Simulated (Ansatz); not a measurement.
Mulliken charges of CH₃O (`[CH2]O`) radical from r2SCAN/def2-TZVPP in Ansatz (PBE0-D4/def2-TZVP geometry).

```tsv
atom	x (Å)	y (Å)	z (Å)	charge (e)
C1	-0.327	-0.314	0.020	-0.094
O2	0.269	0.901	0.120	-0.291
H3	-1.375	-0.266	-0.236	0.085
H4	0.274	-1.180	-0.230	0.081
H5	1.208	0.785	0.284	0.219
```

Problem. By hand: the dipole of these point charges (1 e Å = 4.8032 D).

Solution. Σ q r = (0.122, -0.179, -0.013) e Å, of length 0.217 e Å = 1.04 D.

Problem. How does the dipole of the full density compare? (Best estimate.)

Solution. Ansatz gave: (0.271, -0.142, -0.034) e Å, 1.48 D; the point charges give 0.70 times that, at 28° from its direction.

Point charges leave out the atoms' own dipoles, such as those of lone pairs, and Mulliken's split depends on the basis, so the two needn't agree.
